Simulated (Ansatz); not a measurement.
# AlN₂+ (triplet): from Hartree-Fock to the top rungs, def2-TZVPP

One table from this session's results is given with a row withheld; the runs are named, their logs left out.

The runs use Ansatz 0.2.0, Gaussian basis; def2-TZVPP, core rule «outside noble gas», up to 7 orbitals frozen.

Plan: UHF; ROHF; CCSD(T) on UHF.

2 further runs of the same task are left out: 2 set aside as unsound or not needed.

## The system

The geometry is a PBE0/def2-TZVP stationary point (not a proven minimum) of the parent state, kept for this charge and spin.

3 atoms, charge 1, spin multiplicity 3.

Atoms are counted from 1 here; the program's logs count them from 0.

Bond lengths: Al1–N2 1.982 Å, N2–N3 1.127 Å. Angles: Al1–N2–N3 180.0°.

Geometry (Å):

```
atom   x (Å)   y (Å)    z (Å)
 Al1  0.0000  0.0000   1.6971
  N2  0.0000  0.0000  -0.2852
  N3  0.0000  0.0000  -1.4119
```

Set-up of the first run:

The input, in.yaml:

```yaml
crystal:
  periodic: [false, false, false]
  atoms:
    - {symbol: Al, position_ang: [0.000000, 0.000000, 1.697108]}
    - {symbol: N, position_ang: [0.000000, 0.000000, -0.285214]}
    - {symbol: N, position_ang: [0.000000, 0.000000, -1.411894]}
basis:
  gaussian: {orbitals: def2-TZVPP}
total_charge: 1
magnetization: {spin_polarized: true, initial_magnetization: 2}
hamiltonian: {xc: hf}
output: {orbitals: {seedname: orbitals}}
```

The run is started by

```sh
$ ansatz run in.yaml --threads 1 --pin off --events-out ev --progress --plain --max-ram 4096MiB --backend cpu
```

Steps of the session up to this table: UHF; ROHF; CCSD(T) on UHF.

One of the session's tables, all rows but one given; the rest of the session is left out.

| method | from UCCSD(T) (meV) |
| --- | --- |
| ROHF | +11349.0 |
| UHF | +11269.8 |
| UMP2 | +914.8 |
| UCCSD | ? |
| UCCSD(T) | 0 |

Estimate the missing values for UCCSD.

**Answer.** from UCCSD(T) (meV): +566.3. In the column «from UCCSD(T) (meV)» it lies between UCCSD(T) (0) and UMP2 (+914.8).
